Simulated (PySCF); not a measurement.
Geometry:
```tsv
atom	x (Å)	y (Å)	z (Å)
C1	2.246	-0.382	-1.236
N2	1.344	0.068	-0.636
C3	0.233	0.576	0.079
C4	-0.857	-0.467	0.265
H5	0.592	0.942	1.054
H6	-0.154	1.451	-0.467
H7	-1.229	-0.822	-0.707
H8	-1.698	-0.032	0.822
H9	-0.477	-1.334	0.825
```

Geometry: PBE0-D3(BJ)/def2-SVP; GIAO shifts from PySCF 2.14.0 with density-fitted response routines, gas phase, non-relativistic, averaged over equivalent atoms.

At PBE0/6-311+G(2d,p) (138 basis functions, 5.6 s wall time on 1 thread of an AMD EPYC 9R45 96-Core, shared host):
```
   atoms  δ (ppm)
      C1    174.5
      C3     35.3
      C4     16.8
      N2    191.2
   H5/H6     3.29
H7/H8/H9     1.25
```

Chemical shifts δ = σref − σ; TMS for ¹³C (σref 186.44), ¹H (σref 31.51); ¹⁵N (σref 261.88) against NH3, all at this level.

Task: Predict the values at KT2/pcSseg-2 on the same geometry.

Result: 
| atoms | δ at KT2/pcSseg-2 | change |
| --- | --- | --- |
| C1 | 161.7 | -12.8 |
| C3 | 38.0 | +2.7 |
| C4 | 18.4 | +1.6 |
| N2 | 185.9 | -5.3 |
| H5/H6 | 3.44 | +0.15 |
| H7/H8/H9 | 1.26 | +0.01 |

Shifts are taken against calculated references (same method and geometry level): ¹³C (σ = 182.28 ppm) and ¹H (σ = 31.18 ppm) vs TMS; ¹⁵N (σ = 260.12 ppm) against NH3.

The largest change is at C1 (isocyanide carbon). Cost: 214 basis functions, 20 s wall time on 1 thread of an Arm Neoverse V1, shared host. The order of the carbon signals is the same at both levels.

Experimental scales use liquid or dissolved standards, which lie at an offset from isolated NH3 (liquid NH3: subtract about 20 ppm). Unscaled 15N shifts of sp2 nitrogen come out 20 to 40 ppm too high even then.
